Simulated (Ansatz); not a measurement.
# Ti$_{2}$FeS$_{4}$: computed properties

Theory: DFT PBEsol, scalar-relativistic, plane waves, PAW in Ansatz 0.2.0.

Settings: cutoff 420 eV, Γ-centred mesh 12×12×8 on the computed 7-atom cell, Gaussian smearing of 0.10 eV; no spin polarisation.

The structure is relaxed at this level of theory with its symmetry kept. Whether it is the stable form of this composition wasn't checked.

Symmetry: C2/m, No. 12, monoclinic system. Conventional cell: a = 12.227 Å, b = 3.318 Å, c = 5.668 Å, α = 90.00°, β = 116.97°, γ = 90.00°. Ti (site symmetry m) has 6 S at 2.39 to 2.46 Å as nearest neighbours. Fe (site symmetry 2/m) is surrounded by 6 S at 2.25 to 2.26 Å. Around S (site symmetry m) lie 2 Fe at 2.26 Å and 3 Ti at 2.42 to 2.46 Å. S (site symmetry m) has 1 Fe at 2.25 Å and 3 Ti at 2.39 to 2.42 Å as nearest neighbours.

```
Volume per atom                                                   : 98.8 bohr³
Formation energy from the elements' standard states (uncorrected) : -1.269 eV/atom
Kohn–Sham band gap                                                : none (metal)
Density of states at the Fermi level                              : 4.08 states/eV per cell
Löwdin character within 0.5 eV of the Fermi level                 : Ti 3d 47 %, Fe 3d 32 %, S 3p 16 %
Bulk modulus                                                      : 119 GPa
Its pressure derivative                                           : 4.6
Bader charges (e)                                                 : Ti (2 in the cell) 1.52, Fe (1 in the cell) 0.64, S (2 in the cell) -0.93, S (2 in the cell) -0.90
```

Spin polarisation was left out, and a magnetic state may lie lower.

A ferromagnetic start lost its moments in a first run, so spin was left out; other magnetic orders weren't tried.

Cost: 6 runs of about 19 core-minutes in all, on Intel Xeon 6975P-C (Granite Rapids) (shared hosts).